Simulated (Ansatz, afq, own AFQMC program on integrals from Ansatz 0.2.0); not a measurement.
AFQMC on a folder of integrals that Ansatz 0.2.0 wrote.

```yaml
crystal:
  periodic: [false, false, false]
  atoms:
    - {symbol: Al, position_ang: [0.000000, -0.235516, 1.239346]}
    - {symbol: B, position_ang: [0.000000, 1.236586, -0.048093]}
    - {symbol: Si, position_ang: [0.000000, -0.249742, -1.172118]}
basis:
  gaussian: {orbitals: cc-pVDZ}
magnetization: {spin_polarized: false, initial_magnetization: 2}
correlation: {method: ccsd_t, electrons: outside_noble_gas, hamiltonian_folder: ham}
```

```sh
$ ansatz run in.yaml --threads 1 --pin off --events-out ev --progress --plain --max-ram 1843MiB
```

Options of the walk:

```
--method phaseless --trial hf --walkers 120 --populations 1 --least-time 40 --time-step 0.005 --steps-per-block 20 --equilibration-blocks 112 --max-blocks 600 --target-error 0.00114 --factor-cut 1e-05 --start spin_pure --seed 3118 --taylor-order 6
```

Times are imaginary, in 1/Eh. The walk had a cap of 1362 s.

afq prints:

```
orbitals 39  electrons 6 4  factors 310 of 500
reference energy -555.36305587 Eh
CCSD correlation -0.23676401 Eh in 17 cycles, weight of the determinant in the CISD state 0.7938
energy of the start -555.363056 Eh
 block  time / (1/Eh)  mean weight  energy / Eh
     1     0.100  1.0018  -555.392569
     2     0.200  1.0008  -555.416096
     3     0.300  1.0015  -555.435814
     4     0.400  1.0009  -555.453514
     5     0.500  1.0003  -555.470966
    10     1.000  0.9997  -555.517747
    69     6.900  0.9991  -555.576279
    86     8.600  1.0001  -555.641564
   171    17.100  0.9996  -555.604030
   256    25.600  0.9997  -555.623241
   341    34.100  1.0010  -555.585482
   426    42.600  0.9993  -555.635255
   460    46.000  0.9991  -555.654885
   511    51.100  1.0017  -555.608365
   596    59.600  0.9990  -555.608547
   681    68.100  1.0008  -555.596980
   698    69.800  1.0008  -555.592206
blocks merged  error / Eh  count
     1  0.000807  600
     2  0.001101  300
     4  0.001447  150
     8  0.001875  75
    16  0.002271  37
    32  0.002493  18
    64  0.002340  9
energy -555.611065 +/- 0.002493 Eh
(rows thinned)
```

The run passed its tests (sampling time, drift between the halves within three errors, error under three times the target), which doesn't prove that it has relaxed.

Against this walk (error 67.8 meV) on the same determinant: CCSD(T) 201.7 meV lower, CCSDT(Q) 294.0 meV lower. The error is statistical and leaves out the bias of the constraint. None of these is a sure reference here.

Cautions: constraint bias not in the error; error above the target (67.8 against 31.0 meV); another spin lies lower; a spin-contaminated unrestricted determinant lies lower (UHF 370 meV lower, ⟨S²⟩ 2.35); raised T1 diagnostic (T1 0.048, weight of the determinant 0.79, largest double 0.08); (T) is large, 8 % of the CCSD correlation; the bias of populations of 120 walkers isn't removed.

The walk took 4 min on 1 thread of Arm Neoverse V2, on a shared host. The log's last line is the phaseless energy.

CCSDT and higher add their correlation energy to the determinant of the CCSD(T) run, since their own runs factorise the integrals more tightly (a shift of under 2 meV). A walk keeps the symmetry of its determinant, which the program's search chose and which needn't be the lowest solution, so a lower state of the same spin and another symmetry isn't excluded.
